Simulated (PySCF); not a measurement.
# Which basis set comes closest?

Molecule: SMILES CCCC(F)F, C₄H₈F₂.

Geometry (Å), atoms numbered from 1 in this order:
```xyz
14

C     1.890    0.388   -0.226
C     0.457    0.630    0.218
C    -0.407   -0.619    0.138
C    -1.845   -0.374    0.510
F    -2.404    0.522   -0.341
F    -2.555   -1.522    0.415
H     2.491    1.307   -0.164
H     2.382   -0.375    0.398
H     1.929    0.034   -1.269
H    -0.001    1.418   -0.403
H     0.449    1.015    1.253
H    -0.019   -1.408    0.802
H    -0.404   -1.032   -0.885
H    -1.967    0.019    1.536
```

Geometry PBE0-D3(BJ)/def2-SVP throughout; GIAO in PySCF 2.14.0 with density-fitted response routines, gas phase, one conformer, non-relativistic; equivalent atoms averaged; functional PBE0.

Reference values (measured; G. Saielli, R. Bini, A. Bagno, Computational 19F NMR. 2. Organic compounds, RSC Adv. 2014, ESI (exp. from Berger-Braun-Kalinowski 1994 and Everett 1995)): δ(F5/F6) = -116.8 ppm vs CFCl3. Computed shifts are taken against CFCl3, calculated as an isolated molecule at each level.

Q: How do the basis sets STO-3G, 6-31G, pcSseg-0, 6-31G*, def2-SVP, cc-pVDZ, pcSseg-1, 6-311+G(2d,p), aug-cc-pVDZ, def2-TZVP, IGLO-III, cc-pVTZ, pcSseg-2 perform against the reference? Times are CPU seconds on shared hosts with different chips, so compare them loosely.

A: 
```tsv
basis set	functions	F5/F6	abs. error F	core-s
STO-3G	38	-115.2	1.6	2.5
6-31G	70	-143.2	26.4	5.1
pcSseg-0	70	-147.1	30.3	9.8
6-31G*	100	-128.5	11.7	6.9
def2-SVP	124	-115.6	1.2	8.2
cc-pVDZ	124	-123.9	7.1	19
pcSseg-1	142	-132.4	15.6	12
6-311+G(2d,p)	210	-132.4	15.6	18
aug-cc-pVDZ	210	-123.3	6.5	40
def2-TZVP	234	-128.7	11.9	21
IGLO-III	290	-130.9	14.1	60
cc-pVTZ	292	-127.1	10.3	55
pcSseg-2	328	-130.3	13.5	75
```

For 19F the closest is def2-SVP (1.2 ppm) and the furthest pcSseg-0 (30.3 ppm). Where a smaller basis beats a larger one, errors probably cancel; the largest sets show where the functional converges. One molecule is a small sample, and vibrational and solvent effects are absent from the calculation.

A small basis that lands close on one nucleus may do so by chance; judge by the trend and by all nuclei.
